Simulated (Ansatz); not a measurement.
# Dissociation curves of C2H2Cl (SMILES C=[C]Cl)

C2H2Cl has 5 atoms, charge 0, and is taken as a doublet. SMILES: `C=[C]Cl`. Geometry: relaxed at GFN2-xTB.

```xyz
5

C     0.5433   -0.1257    0.1338
C    -0.7479   -0.2649    0.1026
Cl   -2.0352    0.5441   -0.5477
H     1.0856    0.6866   -0.3485
H     1.1542   -0.8402    0.6598
```

The C1–H4 distance is scanned; the parts on either side stay rigid. Basis STO-3G, 7 core orbitals frozen in the correlated methods; program Ansatz 0.2.0. FCI is exact within this basis and core. Energies in eV from each method's value at 1.089 Å; open shells run as named. The shape above is that at 1.089 Å.

Question: At 2.72 Å, estimate the order of these methods by their error in the energy rise against FCI, smallest first.
A. UBCCD(T)
B. UCCSDTQ
C. UCCSD(T)

Answer: B (0.01 eV), A (0.07 eV), C (0.13 eV).

```csv
distance (Å),UCCSD(T),UBCCD(T),UCCSDTQ,FCI
1.089,0.00,0.00,0.00,0.00
1.362,0.78,0.77,0.77,0.77
1.634,2.20,2.17,2.16,2.16
2.179,3.36,3.32,3.26,3.26
2.723,3.37,3.31,3.25,3.24
```
